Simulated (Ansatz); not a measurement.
Reaction (substitution at a C–C bond): `C=CCCCl` + H–F → `FCCCl` + ethylene

Isolated molecules relaxed with PBE0-D4/def2-TZVP in Ansatz; ΔE leaves out vibrations. CBS: MP2 limit from def2 TZ/QZ plus the TZ coupled-cluster correction, frozen cores. This one scheme is used for every species. Functionals use def2-TZVPP. B3LYP here is the variant with VWN-RPA as its local correlation; programs differ in this. One conformer a species, not always the lowest.

```csv
level,ΔE (kJ/mol)
PBE-D4,52.8
B3LYP-D4,47.0
PBE,46.2
PBE0,50.1
SCS-MP2/def2-TZVPP,57.7
CCSD/def2-TZVPP,53.6
HF/def2-QZVPP,29.5
MP2/CBS(def2),73.1
```

**Question.** What does CCSD(T)/CBS give? (Best estimate.)

**Answer.** The calculation gave: +60.4 kJ/mol. The listed levels differ from it by -7.6, -13.4, -14.2, -10.3, -2.7, -6.8, -30.9, 12.7 kJ/mol.

Largest T1 diagnostic among the species: 0.011.

In def2-TZVPP, CCSD(T) changes the Hartree–Fock value by +27.4 kJ/mol (the triples alone add +3.0 kJ/mol) and MP2 by +40.2 kJ/mol. The D4 term adds +10.3 kJ/mol with B3LYP and +5.8 kJ/mol with PBE0; it sums over pairs of atoms, weighted by their polarisabilities, and B3LYP, whose exchange is more repulsive, gets the larger term.
